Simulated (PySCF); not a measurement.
Species: C4H8OS (charge -1 and doublet state).
SMILES with atom numbers: `[CH3:1][CH2:2][O:3][CH2:4][CH:5][S-:6]` (hydrogens: H7, H8, H9 on C1; H10, H11 on C2; H12, H13 on C4; H14 on C5)

Geometry (GFN2-xTB, Å), atoms numbered from 1 in this order:
```xyz
14
C4H8OS angstrom
C     -2.1641   -0.0814    0.1485
C     -0.6986    0.1484    0.4905
O      0.0577   -0.9572    0.0774
C      1.5005   -0.6766    0.0944
C      1.9497    0.4399   -0.7445
S      2.3240    1.9671   -0.0945
H     -2.5296   -0.9786    0.6452
H     -2.2752   -0.2136   -0.9253
H     -2.7592    0.7723    0.4669
H     -0.5819    0.2989    1.5800
H     -0.3295    1.0563   -0.0093
H      1.7886   -0.4973    1.1412
H      1.9108   -1.6444   -0.2355
H      1.8062    0.3658   -1.8172
```

The hyperfine couplings belong to this conformer and change with its torsions.

Computed with UKS B3LYP, pcH-1 on C H O S, non-relativistic, mean-field spin-orbit, GIAO in PySCF. Whether the extra electron is bound in the gas phase wasn't checked; a finite basis holds it in any case. A GFN2-xTB geometry isn't a minimum of the functional, and hyperfine couplings can be far from their values at a DFT geometry, by a factor of two or more for some ions and for spin on atoms past the first row. No stability test was run, so a lower SCF solution isn't excluded.

Principal values of hyperfine tensors in MHz (contact, dipolar and spin–orbit terms together), for some of the nuclei:

| atom | isotope | A1 | A2 | A3 |
| --- | --- | --- | --- | --- |
| C5 | 13C | 17.28 | 17.74 | 174.14 |
| H14 | 1H | -62.82 | -39.74 | -12.81 |
| H13 | 1H | 27.85 | 31.15 | 40.79 |
| C4 | 13C | -13.79 | -11.00 | -10.15 |
| S6 | 33S | -30.40 | -28.42 | 77.96 |
| C2 | 13C | -4.59 | -4.24 | -2.76 |
| C1 | 13C | 3.25 | 3.37 | 4.05 |
| H9 | 1H | 1.31 | 1.46 | 3.23 |

Split each tensor into its isotropic and traceless parts, and turn a_iso into mT with g = 2.0096.

a_iso = (A1 + A2 + A3)/3, Ti = Ai − a_iso; 1 mT corresponds to 28.127 MHz. The tensors hold a spin–orbit part: the run splits a_iso into a_FC + a_SO, and T includes its anisotropic share.

| atom | a_iso (MHz) | a_FC | a_SO | a_iso (mT) | T1 | T2 | T3 |
| --- | --- | --- | --- | --- | --- | --- | --- |
| C5 | 69.72 | 69.26 | 0.45 | 2.479 | -52.44 | -51.98 | 104.42 |
| H14 | -38.46 | -38.59 | 0.13 | -1.367 | -24.36 | -1.28 | 25.65 |
| H13 | 33.26 | 33.27 | 0.00 | 1.183 | -5.41 | -2.11 | 7.52 |
| C4 | -11.65 | -11.62 | -0.02 | -0.414 | -2.15 | 0.65 | 1.50 |
| S6 | 6.38 | 6.03 | 0.35 | 0.227 | -36.78 | -34.80 | 71.58 |
| C2 | -3.86 | -3.86 | 0.00 | -0.137 | -0.72 | -0.38 | 1.10 |
| C1 | 3.56 | 3.56 | 0.00 | 0.126 | -0.31 | -0.18 | 0.49 |
| H9 | 2.00 | 2.00 | 0.00 | 0.071 | -0.69 | -0.54 | 1.23 |

What spin density at the nucleus of C1 lies behind its contact coupling (g_N = 1.40482)?

a_FC = (2μ0/3) gₑ μB g_N μN ρ(0)/(2S·h) = 800.24 MHz × g_N × ρ(0)/(2S), with ρ in bohr⁻³. With a_FC = 3.56 MHz and 2S = 1, ρ(0) = 0.003163 bohr⁻³.

O3 (17O, g_N = -0.75752) isn't in the table. Its spin density at the nucleus is 0.09362 bohr⁻³. What is its contact coupling?

By the same relation, a_FC = -56.8 MHz. Its full tensor has the principal values -73.52, -48.70, -48.01 MHz.

Which nucleus of the table has the largest anisotropic coupling, and what is its form?

C5: -52.4, -52.0, 104.4 MHz (the dipolar term alone has -53.0, -51.8, 104.9), axial, in the ratio −1:−1:+2, the form that spin in one p orbital centred on that nucleus gives.

What first-order splitting does C5 cause when the field lies along A1, A2 or A3 of its tensor (g taken as isotropic, no quadrupole term)?

2 lines (I = 1/2), spaced by |A_i|/(g × 13.996): 0.61, 0.63, 6.19 mT along the axes of A1, A2 and A3.
